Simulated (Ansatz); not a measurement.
## Ru (hcp): energy against volume

These are results of DFT, BLYP, plane waves (420 eV) with PAW, scalar-relativistic (Ansatz 0.2.0), not measurements. The PAW files were generated under PBE, with cores re-solved for the functional.

The cell is scaled uniformly from the relaxed one, with fractional coordinates and shape fixed. Energies are extrapolated to zero smearing, pressures are those at the given smearing. Magnetic state: spin not included.

A Birch-Murnaghan fit gives V₀ = 14.42 Å³/atom, B₀ = 269 GPa, B₀′ = 4.9.

Problem. What are the energy above the minimum and the pressure at 12.698 Å³/atom?

Solution. 221.6 meV/atom and 46.99 GPa as computed.

Problem. What are the energy above the minimum and the pressure at 15.007 Å³/atom?

Solution. 18.7 meV/atom and -9.51 GPa as computed.

Problem. What are the energy above the minimum and the pressure at 15.584 Å³/atom?

Solution. 68.0 meV/atom and -16.99 GPa as computed.
